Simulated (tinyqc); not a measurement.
Inside a calculation. Method: extended Hueckel theory, for NH3. Computed by tinyqc, a small Python program that keeps every step (integrals from PySCF). Settings: charge = 0, K = 1.5, weighted = 1, multiplicity = 1. Command: `OMP_NUM_THREADS=1 python tinyqc.py 31068 31069 out.jsonl` (the two numbers bound the seeds that draw the settings). One thread of a shared host (Intel(R) Xeon(R) Processor @ 2.60GHz), about 0.01 s of CPU time with the checks.

## Overlaps

Geometry (angstrom):
```
atom          x          y         z
N      0.000000   0.000000  0.166000
H      1.025000   0.000000  0.000000
H     -0.512000   0.887000  0.000000
H     -0.512000  -0.887000  0.000000
```

Parameters chosen for this run:
```
element  shell  Slater exponent   H_ii (eV)
H           1s         1.300000  -13.600000
N           2s         1.950000  -26.000000
N           2p         1.950000  -13.400000
```

Slater orbitals, each expanded in six Gaussians scaled to its exponent.

overlap S:
```
           1N 2s     1N 2px     1N 2py     1N 2pz      2H 1s      3H 1s      4H 1s
1N 2s   1.000000   0.000000   0.000000   0.000000   0.466312   0.466821   0.466821
1N 2px  0.000000   1.000000   0.000000   0.000000   0.428066  -0.214148  -0.214148
1N 2py  0.000000   0.000000   1.000000   0.000000   0.000000   0.370995  -0.370995
1N 2pz  0.000000   0.000000   0.000000   1.000000  -0.069326  -0.069431  -0.069431
2H 1s   0.466312   0.428066   0.000000  -0.069326   1.000000   0.149508   0.149508
3H 1s   0.466821  -0.214148   0.370995  -0.069431   0.149508   1.000000   0.149650
4H 1s   0.466821  -0.214148  -0.370995  -0.069431   0.149508   0.149650   1.000000
```

## Wolfsberg-Helmholz matrix

diagonal H_ii (eV): 1N 2s -26.000000, 1N 2px -13.400000, 1N 2py -13.400000, 1N 2pz -13.400000, 2H 1s -13.600000, 3H 1s -13.600000, 4H 1s -13.600000

K = 1.500000

H_ij = K' S_ij (H_ii + H_jj)/2 for i != j (the diagonal keeps H_ii), with K' = K + D^2 + D^4 (1 - K), D = (H_ii - H_jj)/(H_ii + H_jj), K = 1.5.

H (eV):
```
             1N 2s      1N 2px      1N 2py      1N 2pz       2H 1s       3H 1s       4H 1s
1N 2s   -26.000000    0.000000    0.000000    0.000000  -14.710391  -14.726436  -14.726436
1N 2px    0.000000  -13.400000    0.000000    0.000000   -8.668661    4.336664    4.336664
1N 2py    0.000000    0.000000  -13.400000    0.000000    0.000000   -7.512931    7.512931
1N 2pz    0.000000    0.000000    0.000000  -13.400000    1.403900    1.406028    1.406028
2H 1s   -14.710391   -8.668661    0.000000    1.403900  -13.600000   -3.049966   -3.049966
3H 1s   -14.726436    4.336664   -7.512931    1.406028   -3.049966  -13.600000   -3.052867
4H 1s   -14.726436    4.336664    7.512931    1.406028   -3.049966   -3.052867  -13.600000
```

## Orbitals

valence electrons = 8

Solve H C = S C e through S^(-1/2); fill by pairs from the bottom, a degenerate level sharing its electrons equally; each orbital has its largest coefficient positive (the first on a tie).

orbital energies (eV): -26.918971  -15.596324  -15.595647  -13.445169  -3.188829  -3.171274  8.759609

occupations: 2.000000  2.000000  2.000000  2.000000  0.000000  0.000000  0.000000

coefficients:
```
             MO1        MO2        MO3        MO4        MO5        MO6        MO7
1N 2s   0.823392   0.000000   0.000056   0.063850   0.001358   0.000000   1.163039
1N 2px  0.000048   0.000000   0.616451  -0.000039   1.047709   0.000000  -0.002107
1N 2py  0.000000   0.616438   0.000000   0.000000   0.000000   1.048180   0.000000
1N 2pz  0.011995   0.000000   0.000040   0.992274  -0.000224   0.000000  -0.195269
2H 1s   0.116697   0.000000   0.452882  -0.031646  -0.977492   0.000000  -0.714203
3H 1s   0.116863   0.392032  -0.226233  -0.031628   0.487043  -0.846028  -0.717576
4H 1s   0.116863  -0.392032  -0.226233  -0.031628   0.487043   0.846028  -0.717576
```

sum of one-electron energies = -143.112222 eV

## Mulliken analysis

P = C n C^T; charge = valence electrons (H 1, N 5) minus the sum of (P S)_ii on the atom; overlap population = 2 sum P_ij S_ij between two atoms.

charges: 1N -0.846845, 2H 0.282144, 3H 0.282350, 4H 0.282350

Overlap populations:
```
pair      value
2-1    0.661861
3-1    0.662292
3-2   -0.052518
4-1    0.662292
4-2   -0.052518
4-3   -0.052588
```
